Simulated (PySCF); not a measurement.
# Potential energy of MgSi⁺ along the bond

Set-up: PySCF, no relativity, basis sets Mg aug-cc-pVDZ, Si aug-cc-pV(D+d)Z. Energies in eV from Mg⁺ + Si in their ground configurations at the same level. State: ²Π (doublet), unpaired electrons π ↑.

```
R (Å)    PBE0     PBE
2.337  -1.398  -1.570
2.445  -1.625  -1.801
2.554  -1.748  -1.930
2.635  -1.791  -1.976
2.717  -1.802  -1.991
2.799  -1.789  -1.982
2.907  -1.745  -1.942
3.043  -1.662  -1.863
3.206  -1.542  -1.745
3.423  -1.374  -1.576
```

**Question.** Put a parabola through the three lowest points of the PBE0 curve and estimate Re, k and ωe (reduced mass 12.91 u; 1 eV/Å² = 0.16022 mdyn/Å; ωe = 1302.8·√(k/μ) cm⁻¹).

**Answer.** Through R = 2.635, 2.717, 2.799 Å the second-order coefficient is 1.78 eV/Å², so Re ≈ 2.714 Å, k ≈ 0.572 mdyn/Å and ωe ≈ 274 cm⁻¹. A polynomial fit of higher order to the unrounded PBE0 energies gives Re = 2.709 Å, k = 0.591 mdyn/Å, ωe = 279 cm⁻¹; anharmonicity and rounding make the difference.

The higher-order fit for each curve: PBE0: Re = 2.709 Å, ωe = 279 cm⁻¹, De = 1.80 eV; PBE: Re = 2.722 Å, ωe = 274 cm⁻¹, De = 1.99 eV.

⟨S²⟩ of the unrestricted solution departs from its pure value on part of the curve, where spin states mix. For an ion De counts to the pair picked by the measured ionisation energies or electron affinities, which need not be the lowest pair at this level. The state is the lowest determinant that a PBE0 search found; another state may lie lower at other levels.
